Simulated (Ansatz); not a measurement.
Abridged output of a molecular run in Ansatz:

```
Functional definition: HF
833 factors; integrals over basis functions are off by at most 1.4e-3 eV
mean field evaluation 1: about -8877.6980 eV, gradient 4.2e1 eV
mean field evaluation 2: about -8877.8253 eV, gradient 4.2e1 eV
mean field evaluation 4: about -8881.3882 eV, gradient 4.1e0 eV
mean field evaluation 8: about -8881.4498 eV, gradient 4.2e-1 eV
mean field -8881.45148492 eV, -326.3873220067 hartree, gradient 1.7e-6 eV, S^2 0.000000; 0 other end points of the search recorded, 0 dependent functions left out
5 core orbitals not correlated: weight in the atoms' cores, before any rotation towards them, 1.000 or more for the frozen orbitals, at most 0.000 for the correlated occupied ones
reference -8881.45148492 eV, -326.3873220067 hartree; 15, 15 occupied and 65, 65 virtual orbitals, 833 factors
second order -21.96096460 eV of doubles, -0.00000000 eV of singles
cycle   1  -21.93451828 eV  change    2.6e-2 eV  update   1.2e-1
cycle   2  -22.50062492 eV  change   -5.7e-1 eV  update   3.3e-2
cycle   3  -22.65434113 eV  change   -1.5e-1 eV  update   1.8e-2
cycle   4  -22.64118807 eV  change    1.3e-2 eV  update   3.9e-3
cycle   5  -22.63967036 eV  change    1.5e-3 eV  update   1.5e-3
cycle   6  -22.64015157 eV  change   -4.8e-4 eV  update   4.2e-4
cycle   7  -22.63980061 eV  change    3.5e-4 eV  update   1.6e-4
cycle   8  -22.63968288 eV  change    1.2e-4 eV  update   6.5e-5
cycle   9  -22.63970485 eV  change   -2.2e-5 eV  update   2.9e-5
cycle  10  -22.63971747 eV  change   -1.3e-5 eV  update   1.1e-5
perturbative correction -0.61043271 eV, -0.0224329882 hartree
Total energy: -8904.70163510 eV, -327.2417492663 hartree
```

Its atoms:

Z-matrix (Å, degrees):
```
C
F 1 1.349
O 1 1.414 2 105.8
H 1 1.092 2 109.7 3 118.7
H 1 1.092 2 109.7 3 -118.7
C 3 1.334 1 115.0 2 -179.2
O 6 1.196 3 125.2 1 -0.1
H 6 1.099 3 109.4 1 179.9
```

Task: Which basis set was used?
A. def2-TZVPP
B. cc-pV(Q+d)Z
C. def2-QZVPP
D. def2-SVP

Result: D. It gives 85 functions.

Task: Write the keys of the input that set method, charge and spin (a neutral closed shell needs none for the last two).

Result: 
```yaml
correlation: {method: ccsd_t}
```
